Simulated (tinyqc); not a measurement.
Inside a calculation. Method: LCCD on RHF in the sto-6g basis, for HF, spin multiplicity 1. One step of it, computed by the program tinyqc.

Task: Iteration 1: building the Fock matrix. J_ij = sum D_kl (ij|kl), K_ij = sum D_kl (ik|jl); F = H + J - 0.5 K; E = tr D H + tr D J / 2 - 0.25 tr D K + E_nn.

D at the start, lower triangle:
```
,1F 1s,1F 2s,1F 2px,1F 2py,1F 2pz,2H 1s
1F 1s,2.151283
1F 2s,-0.493833,2.135079
1F 2px,0.000000,0.000000,1.636704
1F 2py,0.000000,0.000000,0.000000,1.636704
1F 2pz,0.015279,-0.099313,0.000000,0.000000,1.499490
2H 1s,-0.012400,0.028176,0.000000,0.000000,0.162520,1.027754
```

core Hamiltonian H = T + V (hartree), lower triangle:
```
,1F 1s,1F 2s,1F 2px,1F 2py,1F 2pz,2H 1s
1F 1s,-41.025377
1F 2s,-9.148699,-10.987516
1F 2px,0.000000,0.000000,-8.774872
1F 2py,0.000000,0.000000,0.000000,-8.774872
1F 2pz,-0.017254,-0.193003,0.000000,0.000000,-8.904177
2H 1s,-2.178825,-4.355750,0.000000,0.000000,-2.763871,-5.610215
```

Two-electron integrals (ij|kl) in chemists' order, unique and non-zero (hartree):
```
i,j,k,l,(ij|kl)
1,1,1,1,5.406240
2,1,1,1,0.768129
2,1,2,1,0.138909
2,2,1,1,1.266271
2,2,2,1,0.283987
2,2,2,2,0.926367
3,1,3,1,0.029452
3,2,3,1,0.044681
3,2,3,2,0.204753
3,3,1,1,1.266273
3,3,2,1,0.283987
3,3,2,2,0.926366
3,3,3,3,0.998085
4,1,4,1,0.029452
4,2,4,1,0.044681
4,2,4,2,0.204753
4,3,4,3,0.053789
4,4,1,1,1.266273
4,4,2,1,0.283987
4,4,2,2,0.926366
4,4,3,3,0.890506
4,4,4,4,0.998085
5,1,5,1,0.029452
5,2,5,1,0.044681
5,2,5,2,0.204753
5,3,5,3,0.053789
5,4,5,4,0.053789
5,5,1,1,1.266273
5,5,2,1,0.283987
5,5,2,2,0.926366
5,5,3,3,0.890506
5,5,4,4,0.890506
5,5,5,5,0.998085
6,1,1,1,0.194193
6,1,2,1,0.033639
6,1,2,2,0.067191
6,1,3,3,0.067072
6,1,4,4,0.067072
6,1,5,1,0.001452
6,1,5,2,0.002826
6,1,5,5,0.067427
6,1,6,1,0.008283
6,2,1,1,0.451835
6,2,2,1,0.102667
6,2,2,2,0.368846
6,2,3,3,0.363846
6,2,4,4,0.363846
6,2,5,1,0.007351
6,2,5,2,0.053314
6,2,5,5,0.378845
6,2,6,1,0.024817
6,2,6,2,0.175104
6,3,3,1,0.011901
6,3,3,2,0.066385
6,3,5,3,0.011343
6,3,6,3,0.026927
6,4,4,1,0.011901
6,4,4,2,0.066385
6,4,5,4,0.011343
6,4,6,4,0.026927
6,5,1,1,0.288423
6,5,2,1,0.066513
6,5,2,2,0.255461
6,5,3,3,0.244252
6,5,4,4,0.244252
6,5,5,1,0.016221
6,5,5,2,0.102421
6,5,5,5,0.277879
6,5,6,1,0.016857
6,5,6,2,0.148824
6,5,6,5,0.152996
6,6,1,1,0.570185
6,6,2,1,0.131958
6,6,2,2,0.540970
6,6,3,3,0.522020
6,6,4,4,0.522020
6,6,5,1,0.013106
6,6,5,2,0.128581
6,6,5,5,0.578867
6,6,6,1,0.032212
6,6,6,2,0.316045
6,6,6,5,0.312042
6,6,6,6,0.774999
```

nuclear repulsion = 5.40589659 hartree

Give: Coulomb J; exchange K; Fock matrix F; total energy of this density.

Result:

Coulomb J (hartree), lower triangle:
```
,1F 1s,1F 2s,1F 2px,1F 2py,1F 2pz,2H 1s
1F 1s,20.319
1F 2s,3.639,9.501
1F 2px,0.000,0.000,9.483
1F 2py,0.000,0.000,0.000,9.483
1F 2pz,0.011,0.129,0.000,0.000,9.538
2H 1s,0.888,3.789,0.000,0.000,2.675,5.718
```

exchange K (hartree), lower triangle:
```
,1F 1s,1F 2s,1F 2px,1F 2py,1F 2pz,2H 1s
1F 1s,11.315
1F 2s,1.804,3.189
1F 2px,0.000,0.000,2.293
1F 2py,0.000,0.000,0.000,2.293
1F 2pz,0.016,0.132,0.000,0.000,2.382
2H 1s,0.493,1.505,0.000,0.000,0.966,1.571
```

Fock matrix F (hartree), lower triangle:
```
,1F 1s,1F 2s,1F 2px,1F 2py,1F 2pz,2H 1s
1F 1s,-26.363
1F 2s,-6.411,-3.081
1F 2px,0.000,0.000,-0.439
1F 2py,0.000,0.000,0.000,-0.439
1F 2pz,-0.014,-0.130,0.000,0.000,-0.557
2H 1s,-1.537,-1.319,0.000,0.000,-0.572,-0.678
```

total energy of this density = -100.44427 hartree

This density is the starting one; it is not idempotent, so its energy is not variational and may lie below the converged one.
